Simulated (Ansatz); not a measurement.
**CH4N (SMILES [CH2]N): the vertical energy of the quartet above the doublet from total energies**

CH4N has 6 atoms, charge 0, and is taken as a doublet. SMILES: `[CH2]N`. Geometry: relaxed at PBE0-D4/def2-TZVP. This is one conformer, not always the lowest.

| atom | x (Å) | y (Å) | z (Å) |
| --- | --- | --- | --- |
| C | -0.3199 | -0.5714 | -0.1954 |
| N | 0.3684 | 0.5444 | 0.2541 |
| H | -1.2855 | -0.7630 | 0.2526 |
| H | 0.2752 | -1.4129 | -0.5236 |
| H | 1.2004 | 0.7786 | -0.2644 |
| H | -0.1965 | 1.3603 | 0.4304 |

Both states at this one shape; open shells run unrestricted unless said. 1 Eh = 27.2114 eV.

```tsv
level	program	doublet CH4N (Eh)	quartet CH4N (Eh)
UHF/def2-SVPD	Ansatz	-94.531172	-94.290035
UHF/def2-TZVPD	Ansatz	-94.633213	-94.409863
UHF/def2-TZVPPD	Ansatz	-94.635549	-94.412669
```

Question: Work out the vertical gap, second state less first, at each level.

Answer: 
1. UHF/def2-SVPD: -94.290035 − (-94.531172) = 0.241137 Eh = 6.56 eV.
2. UHF/def2-TZVPD: -94.409863 − (-94.633213) = 0.223350 Eh = 6.08 eV.
3. UHF/def2-TZVPPD: -94.412669 − (-94.635549) = 0.222880 Eh = 6.06 eV.

No measured value is set beside it here; the levels span 6.06 to 6.56 eV.
